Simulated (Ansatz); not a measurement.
Energy needed to pull apart BSiNH$_{3}$ (SMILES B1N[SiH]1), doublet, into free ground-state atoms, from the structure below (displaced at random from a GFN2-xTB minimum); no zero-point or spin–orbit terms; open-shell atoms are treated unrestricted, in their ground-state multiplicity.

B1  (-0.844, -0.314, -0.327)
N2  (0.435, 0.160, -0.536)
Si3  (-0.081, 0.608, 1.174)
H4  (-1.688, -0.872, -1.004)
H5  (1.142, 0.244, -1.287)
H6  (1.085, 0.188, 2.009)
(Å)

Computed with Ansatz 0.2.0 (basis: def2-TZVPP); correlated methods freeze the cores; orbitals are unrestricted.

| method | atomization energy (kcal/mol) |
| --- | --- |
| PBE-D4 | ? |
| r2SCAN-D4 | 471.3 |
| PBE0-D4 | 469.6 |
| CAM-B3LYP-D4 | 470.4 |
| wB97X-V | 469.2 |
| wB97M-V | 468.8 |
| HF | 322.9 |
| MP2 | ? |
| CCSD | 438.0 |
| CCSD(T) | 447.2 |

Problem. What does MP2 give? (Judge from chemistry; the value comes from the calculation.)

Solution. The calculation gives: 455.6 kcal/mol, which is about 8.4 kcal/mol more than CCSD(T)/def2-TZVPP.

Problem. What does PBE-D4 give? (To be estimated.)

Solution. By the calculation: 481.5 kcal/mol, which is about 34.3 kcal/mol more than CCSD(T)/def2-TZVPP.

In triple zeta the MP2 and coupled-cluster atomization energies are still short of their basis limit by a few kcal/mol a bond, whereas those of the functionals are nearly converged, so these differences are not deviations from converged CCSD(T).

The T1 diagnostic stays at or below 0.020. ⟨S²⟩ of the unrestricted Hartree–Fock references: 0.77 (a pure state has 0.75).

For scale, one of the runs: CCSD(T)/def2-TZVPP forces, 146 basis functions (an equivalent command: `ansatz run in.yaml --threads 4`). The run took 77 s on 4 CPU threads (shared host), with 3.7 GiB of host memory at its peak.
